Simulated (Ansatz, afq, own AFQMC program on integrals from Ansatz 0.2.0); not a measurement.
## CH₄O, triplet in cc-pVTZ, levels against AFQMC with the constraint released

| atom | x (Å) | y (Å) | z (Å) |
| --- | --- | --- | --- |
| C | -1.1706 | 0.0000 | 0.0000 |
| H | -1.5338 | 1.0273 | 0.0000 |
| H | -1.5338 | -0.5137 | 0.8897 |
| H | -1.5338 | -0.5137 | -0.8897 |
| H | 0.1004 | 0.0000 | 0.0000 |
| O | 1.1624 | 0.0000 | 0.0000 |

Connectivity, by distances: CH3 ··· O, 1 bridging H.

Basis cc-pVTZ. Noble-gas cores (and the filled d shells of Ga–Kr and In–Xe) are frozen. Integrals, coupled cluster, full CI and functionals: Ansatz 0.2.0; the random walks run on the same integrals in our own AFQMC program. ph-AFQMC/CISD is guided by a CISD state made of CCSD amplitudes; releasing the constraint for a short imaginary time cuts its bias at the price of noise, slowly where states lie close. Uncertainties: one standard error, sampling alone.

Determinant: UHF, the one that the program's search chose, which needn't be the lowest solution. The geometry is a point of a scan.

No full CI on the walks' own integrals is used here. The released AFQMC energy serves as the reference, which it does only where one determinant dominates, the energy is flat over the last release times and near the phaseless one (40 meV or 2 meV an electron, half that with transition metals). On small molecules, where full CI could be run and the noise was under 10 meV, such values lay within 10 meV of it in 19 cases of 20, a flattering rate, since the rule was set on those same cases; what remains of the bias isn't in the error bar.

Cautions: lower spins were not checked; the released value is read at 1.62 1/Eh, later times being too noisy (meV from the phaseless value at times in 1/Eh: -10 ± 5 at 0.24, -14 ± 5 at 0.51, -14 ± 7 at 0.99, -10 ± 7 at 1.62, -35 ± 15 at 2.40).

The T1 diagnostic is 0.0129 and the weight of the determinant in the CISD state is 0.885. The ⟨S²⟩ of the determinant is 2.035 and the size of the correlated space is 14 electrons in 114 orbitals.

Reference: AFQMC with the constraint released, correlation energy -11.440 ± 0.007 eV.

```
        level  E − E(reference) (kJ/mol)  share of correlation (%)
           HF               1103.8 ± 0.6                      0.00
          MP2                124.2 ± 0.6                     88.75
         CCSD                 35.5 ± 0.6                     96.79
      CCSD(T)                  3.0 ± 0.6                     99.73
ph-AFQMC/CISD                  0.9 ± 0.9                     99.92
```

A walk keeps the symmetry of its determinant, which the program's search chose and which needn't be the lowest solution, so a lower state of the same spin and another symmetry isn't excluded. Released energies are given only where the last usable release times agree within the noise; a slower fall can still hide under it.
